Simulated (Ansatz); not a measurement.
Task: a rigid torsion scan of C₃H₆ClN, SMILES CC=C(N)Cl, with Ansatz 0.2.0, Python API. Give the script and its output. Settings (for the species named): PBE, def2-SVP basis, multiplicity 1.

```xyz
11

C    -1.2442   -0.8118    0.3240
C    -0.4818    0.4683    0.4946
C     0.6378    0.7605   -0.1372
N     1.4508    0.0170   -1.0171
Cl    1.4868    2.2375    0.1760
H    -2.3050   -0.4830   -0.0079
H    -0.8492   -1.4449   -0.4318
H    -1.3266   -1.2899    1.2545
H    -0.8883    1.2143    1.2341
H     2.3621    0.2658   -0.9891
H     1.2230   -0.9908   -0.8796
```

`c3h6cln_torsion.py`
```python
'''Rigid torsion scan of C3H6ClN.'''

import ansatz as az
from ase import Atoms

config = {
    'basis': 'def2-SVP',
    'xc': 'pbe',
    'force_tol': 0.02,
}


def main() -> None:
    atoms = Atoms(['C', 'C', 'C', 'N', 'Cl', 'H', 'H', 'H', 'H', 'H', 'H'], positions=[
        [-1.2442, -0.8118, 0.324],
        [-0.4818, 0.4683, 0.4946],
        [0.6378, 0.7605, -0.1372],
        [1.4508, 0.017, -1.0171],
        [1.4868, 2.2375, 0.176],
        [-2.305, -0.483, -0.0079],
        [-0.8492, -1.4449, -0.4318],
        [-1.3266, -1.2899, 1.2545],
        [-0.8883, 1.2143, 1.2341],
        [2.3621, 0.2658, -0.9891],
        [1.223, -0.9908, -0.8796],
    ])

    # relax first, so that the scan starts from a minimum
    first = (
        az.Crystal.molecule_from_ase(atoms).calculation()
        .basis(gaussian=config['basis'])
        .functional(config['xc'])
        .relax(force_tolerance=config['force_tol'], max_steps=80)
    )
    atoms.positions = first.run().report['positions_ang']

    start = atoms.get_dihedral(0, 1, 2, 3)
    energies = {}
    for turn in range(0, 360, 30):
        turned = atoms.copy()
        turned.set_dihedral(0, 1, 2, 3, start + turn, indices=[2, 3, 4, 9, 10])
        job = (
            az.Crystal.molecule_from_ase(turned).calculation()
            .basis(gaussian=config['basis'])
            .functional(config['xc'])
        )
        energies[round((start + turn) % 360)] = job.run().report['free_energy_ev']
    floor = min(energies.values())
    print('dihedral C0-C1-C2-N3 (deg)   E - E(min) (kcal/mol)')
    for angle, e in sorted(energies.items()):
        print(f'{angle:8d} {23.060548 * (e - floor):14.3f}  ' + '#' * int(30 * (e - floor) / max(max(energies.values()) - floor, 1e-9)))


if __name__ == '__main__':
    main()
```

Output of `python c3h6cln_torsion.py`:
```text
dihedral C0-C1-C2-N3 (deg)   E - E(min) (kcal/mol)
       6          0.000
      36          8.882  ####
      66         33.721  ###############
      96         63.411  ##############################
     126         31.419  ##############
     156          8.176  ###
     186          0.072
     216          8.261  ###
     246         32.345  ###############
     276         63.240  #############################
     306         32.086  ###############
     336          8.411  ###
```

The scan is rigid and the energies are electronic, in a modest basis. With rigid groups the curve can differ much from the relaxed path, the start wasn't checked as a minimum of this torsion, and equivalent turns needn't return to the same energy. Run time: 96 s on 1 thread of Arm Neoverse V1 (shared host), peak memory 0.21 GiB.
